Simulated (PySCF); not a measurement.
methyl formate cation (C2H4O2), SMILES COC=O (connectivity only; charge and spin as stated), charge +1, multiplicity 2.

Geometry: PBE-D3(BJ)/def2-SVP. The multiplicity is an assumed one; other spin states were not compared. One conformer was computed; it need not be the lowest.

Calculation: PBE-D3(BJ)/def2-SVP (PySCF).

Frequencies are harmonic and unscaled.

Computed vibrational spectrum:
| mode | ν (cm⁻¹) | IR (km/mol) | moving atoms (share of kinetic energy) |
|---|---|---|---|
| 1 | 65 | 0.5 | H 88 %, O 11 % |
| 2 | 245 | 74.3 | O 48 %, C 28 %, H 24 % |
| 3 | 303 | 38.6 | O 36 %, H 34 %, C 30 % |
| 4 | 368 | 110.6 | O 58 %, C 37 % |
| 5 | 755 | 59.1 | C 66 %, O 25 %, H 9 % |
| 6 | 880 | 9.7 | H 65 %, C 31 % |
| 7 | 1029 | 90.8 | C 44 %, O 43 %, H 13 % |
| 8 | 1077 | 0.9 | H 76 %, C 22 % |
| 9 | 1099 | 1.9 | H 74 %, C 21 % |
| 10 | 1225 | 17.2 | H 82 %, O 16 % |
| 11 | 1229 | 37.6 | H 96 % |
| 12 | 1374 | 71.8 | H 90 % |
| 13 | 1387 | 14.5 | H 82 %, O 10 %, C 8 % |
| 14 | 1468 | 30.7 | C 50 %, O 39 %, H 11 % |
| 15 | 2949 | 294.7 | H 94 % |
| 16 | 2967 | 46.4 | H 96 % |
| 17 | 3084 | 96.8 | H 90 %, C 10 % |
| 18 | 3123 | 7.4 | H 90 %, C 10 % |
